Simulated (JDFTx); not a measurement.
Part of a log of a modified build of JDFTx for methanol, CH4O (SMILES CO), charge 0, multiplicity 1 (PBE, GBRV ultrasoft potentials, plane waves to 20/100 Ha):

```
unit cell volume = 5914.07
Chosen fftbox size, S = [  90  80  84  ]
unit cell volume = 5914.07
Chosen fftbox size, S = [  80  72  80  ]
  'C' pseudopotential, 'SLA  PW   PBE  PBE' functional
  4 valence electrons, 2 orbitals, 4 projectors, 721 radial grid points, with lMax = 1
  'O' pseudopotential, 'SLA  PW   PBE  PBE' functional
  6 valence electrons, 2 orbitals, 5 projectors, 737 radial grid points, with lMax = 2
  'H' pseudopotential, 'SLA  PW   PBX  PBC' functional
  1 valence electrons, 1 orbitals, 2 projectors, 615 radial grid points, with lMax = 0
Initialized 3 species with 6 total atoms.
Folded 1 k-points by 1x1x1 to 1 k-points.
nElectrons:  14.000000   nBands: 7   nStates: 1
average nbasis = 25225.000 , ideal nbasis = 25265.365
Correction to mu due to finite nuclear width = -0.00234877
   Cavity determined by nc: 0.0013 and sigma: 0.6
   Effective cavity tension: -5.1e-06 Eh/bohr^2 to account for cavitation and dispersion.
[...]
	Linear fluid (dielectric constant: 24.3, screening length: 4.5221 Bohr) occupying 0.943491 of unit cell:	Completed after 14 iterations
[... later lines of the fluid solver are left out ...]
ElecMinimize: Iter:   0  Etot: -24.158469086806036  |grad|_K:  1.189e-04  alpha:  1.000e+00
ElecMinimize: Iter:   1  Etot: -24.161160506824974  |grad|_K:  6.991e-05  alpha:  1.076e+00  linmin: -1.080e-02
ElecMinimize: Iter:   2  Etot: -24.161898213389740  |grad|_K:  4.472e-05  alpha:  8.470e-01  linmin: -8.058e-05
[... lines cut ...]
ElecMinimize: Iter:   8  Etot: -24.162311702470380  |grad|_K:  1.025e-06  alpha:  9.908e-01  linmin: -9.390e-04
ElecMinimize: Iter:   9  Etot: -24.162311872301551  |grad|_K:  5.514e-07  alpha:  9.137e-01  linmin:  3.717e-03
ElecMinimize: Iter:  10  Etot: -24.162311914285993  |grad|_K:  3.373e-07  alpha:  7.847e-01  linmin:  1.209e-02
ElecMinimize: Iter:  11  Etot: -24.162311927818315  |grad|_K:  1.973e-07  alpha:  6.906e-01  linmin: -1.923e-02
ElecMinimize: Converged (|Delta Etot|<1.000000e-07 for 2 iters).

# Energy components:
   A_diel =       -0.0232764322669618
   Eewald =       10.2898187350467367
       EH =       29.9631911353672820
     Eloc =      -73.2372889772800875
      Enl =        2.9640143556316936
      Exc =       -6.9055413698717736
 Exc_core =        0.0987244775193810
       KE =       12.6880461480354114
-------------------------------------
     Etot =      -24.1623119278183154


	eMin: -0.923698 at state 0 ( [ +0.000000 +0.000000 +0.000000 ] spin 0 )
	HOMO: -0.219966 at state 0 ( [ +0.000000 +0.000000 +0.000000 ] spin 0 )
```

**Question.** Which solvation model was used?
(A) soft-sphere model
(B) SCCS (anion parameters)
(C) linear PCM without cavity terms (LA12)
(D) linear PCM (GLSSA13)

**Answer.** D, linear PCM (GLSSA13). The liquid was ethanol (dielectric constant 24.3), 0.5 M NaCl.
